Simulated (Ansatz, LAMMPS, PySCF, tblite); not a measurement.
Ladder of methods for the bulk modulus B0 of rock-salt LiF

Reference value: 76.3 GPa (measured, 0 K value with the zero-point phonon effect removed; as tabulated in Mejia-Rodriguez and Trickey (2018), arXiv:1807.09216).

Question: What do ionic model joung2008, GFN1-xTB, PBE, MP2, CCSD give, and how far is each from the reference?

Answer: 
```json
[
 {"level (code)": "ionic model joung2008 (rigid ions, set for SPC/E water, LAMMPS)", "value (GPa)": "126", "cell (Å³/atom)": "9.84", "error (%)": "+65"},
 {"level (code)": "GFN1-xTB (tblite)", "value (GPa)": "43.9", "cell (Å³/atom)": "8.91", "error (%)": "-42"},
 {"level (code)": "PBE (Ansatz)", "value (GPa)": "67.1", "cell (Å³/atom)": "8.41", "error (%)": "-12.1"},
 {"level (code)": "MP2 (PySCF)", "value (GPa)": "67.7 ± 3", "cell (Å³/atom)": "8.20", "error (%)": "-11.3"},
 {"level (code)": "CCSD (PySCF)", "value (GPa)": "73.0 ± 3", "cell (Å³/atom)": "8.03", "error (%)": "-4.3"}
]
```

Closest of the ranked levels: CCSD (-4.3 %). Among them ionic model joung2008 (+65 %) misses by most. Within 15 %: PBE, MP2, CCSD.

A ± on a computed value is a rough bar: the spread of its extrapolation, a floor set from checks against published values, or a statistical error. GFN1-xTB: the method was fitted mainly to molecules. GFN1-xTB: the run uses a supercell at the zone centre in place of a k mesh. Each level is taken at its own relaxed cell. Ansatz's density-functional and Hartree–Fock values are scalar-relativistic unless marked +SOC, with PAW data made under PBE.

Empirical potentials (ionic model joung2008) are fitted to chosen data: where that held the value shown, agreement is built in, and what lay outside the fit can be far off.

Differences are worked out from the printed values.

Ansatz is a program for electronic structure.
